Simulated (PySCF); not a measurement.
Isomers of C4H7N, one conformer each. Level of theory: core-valence-separated Tamm–Dancoff BHandHLYP/aug-pcX-1 (pcseg-1 on H) in PySCF, non-relativistic, gas phase, PBE0-D3(BJ)/def2-SVP geometry. Absolute energies from this functional tend to lie a few eV below measured edges; no shift was applied.

P. `[H]/N=C\CC=C`
Q. `C=C=CCN`

Main lines, eV (oscillator strength):
1. C K: 282.5 (0.058), 282.7 (0.063), 283.0 (0.071), 285.8 (0.010), 286.1 (0.019); N K: 396.1 (0.059), 399.7 (0.021), 402.2 (0.008)
2. C K: 283.1 (0.065), 283.2 (0.056), 283.3 (0.061), 283.3 (0.062), 285.3 (0.009); N K: 399.2 (0.013), 400.2 (0.033), 400.7 (0.017), 401.2 (0.005), 401.3 (0.005)
Listed: the first five lines at most of each edge with a tenth or more of its strongest line's intensity; roots within 0.03 eV on the same or equivalent atoms are summed. Only the lowest roots were sought, and the top ones are left out.

Task: Which spectrum belongs to which isomer?

Result: 1 = P, 2 = Q.
- P: first C line listed at 282.5 eV, hole on the terminal =CH2 carbon (1s→π*); first N line listed at 396.1 eV, hole on the imine nitrogen.
- Q: first C line listed at 283.1 eV, hole on the central carbon of cumulated double bonds; first N line listed at 399.2 eV, hole on the primary amine nitrogen.

Task: What are the ground-state energies of the isomers at BHandHLYP/aug-pcX-1 (pcseg-1 on H), relative to the lowest?

Result: P 0.0, Q 66.0 kJ/mol (electronic energies on these geometries, no dispersion or zero-point terms).
